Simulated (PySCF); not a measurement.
Static response to an electric field

Carbon tetrachloride, CCl₄.
SMILES with atom numbers: `[Cl:1][C:2]([Cl:3])([Cl:4])[Cl:5]`

Structure used (GFN2-xTB), in Å, numbered top down from 1:
```xyz
5
CCl4 angstrom
Cl     1.3885    0.8939    0.6352
C      0.0019    0.0007   -0.0035
Cl     0.5459   -1.1032   -1.2744
Cl    -1.1749    1.1385   -0.6748
Cl    -0.7528   -0.9271    1.3003
```

Level: wB97X-D/def2-SVPD (PySCF), static field, nuclei fixed, core orbitals frozen in the response. The polarisability tensor in these axes (au):

```
x   67.79  0.00  0.00
y    0.00 67.79  0.00
z    0.00  0.00 67.80
```

Q: Diagonalise the tensor; give its mean and Δα, where Δα² is half the sum of the squared differences of the eigenvalues.

A: Principal values 67.79, 67.79 and 67.80 au; mean 67.79 au = 10.05 Å³ = 11.18 × 10⁻⁴⁰ C²·m²/J; Δα = 0.01 au (0 % of the mean). Point group Td makes the tensor isotropic, so any spread comes from the grid or from a geometry that is symmetric only within 0.08 Å.

Q: What is the dipole moment?

A: 0.00 D; point group Td allows none.

Q: What would n − 1 = 2πNα be for an ideal gas of these molecules at 400 K and 1 atm, electronic part alone?

A: N = p/kT = 1.8347 × 10¹⁹ cm⁻³, so n − 1 = 2π × N × 10.05 × 10⁻²⁴ cm³ = 1158 × 10⁻⁶ at long wavelengths, for an ideal gas.

Q: What molar refraction does this α imply?

A: Lorentz–Lorenz: R = (4π/3)N_A α = 2.5225 cm³/(mol·Å³) × 10.05 Å³ = 25.3 cm³/mol, in the limit of long wavelengths.

Q: Form Σ f/ω² (atomic units) for the 8 lowest TDDFT singlets, given as eV and f, and set it beside the mean polarisability, which is this sum over all singlets: 6.31, 0.0000; 6.31, 0.0000; 6.31, 0.0000; 7.15, 0.0223; 7.15, 0.0224; 7.15, 0.0224; 7.22, 0.0000; 7.22, 0.0000.

A: They add up to 0.97 au, 1.4 % of the 67.79 au; the largest single term is 0.32 au, from the state at 7.15 eV. Terms in order: 0.00, 0.00, 0.00, 0.32, 0.32, 0.32, 0.00, 0.00 au. Higher excitations give the rest. The strengths listed sum to 0.067.

Geometry: GFN2-xTB; no solvent, vibrations or thermal averaging.
